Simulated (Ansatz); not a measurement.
One change: `CC(C)(C)C=O` becomes `C#CC(C)(C)C`.

Ansatz, PBE0-D4/def2-TZVP geometries, multiplicity 1. 

| property | `CC(C)(C)C=O` |
| --- | --- |
| size of the dipole moment (ωB97M-V/def2-TZVPP) / D | 2.76 |
| vertical ionisation energy (CCSD(T)/CBS(def2)) / eV | 9.86 |
| ideal-gas entropy at 298 K and 1 bar (rigid rotor, harmonic PBE0-D4/def2-TZVP) / J/(mol·K) | 348 |
| size of the dipole moment (B3LYP/def2-TZVPP) / D | 2.77 |
| HOMO energy (B3LYP/def2-TZVPP) / eV | -7.07 |
| LUMO energy (PBE/def2-TZVPP) / eV | -1.78 |

(1) What does the change do to each property? (Best estimate.)

## Answers

(1) Computed: 
```
                                                                                  property  `C#CC(C)(C)C`  shift
                                        size of the dipole moment (ωB97M-V/def2-TZVPP) / D           0.69  -2.07
                                       vertical ionisation energy (CCSD(T)/CBS(def2)) / eV          10.26   0.40
ideal-gas entropy at 298 K and 1 bar (rigid rotor, harmonic PBE0-D4/def2-TZVP) / J/(mol·K)            333    -15
                                          size of the dipole moment (B3LYP/def2-TZVPP) / D           0.72  -2.05
                                                       HOMO energy (B3LYP/def2-TZVPP) / eV          -7.42  -0.35
                                                         LUMO energy (PBE/def2-TZVPP) / eV           0.30   2.08
```

With PBE0 the HOMO falls by 0.38 eV and the LUMO rises by 1.65 eV, so the gap widens by about 2.03 eV. PBE moves the HOMO by -0.71 eV and ωB97M-V by -0.27 eV. Dipoles are sizes alone; their direction can turn.

Positive LUMOs are unbound, so they and the gaps depend on the basis.

B3LYP here is the variant with VWN-RPA as its local correlation; programs differ in this.
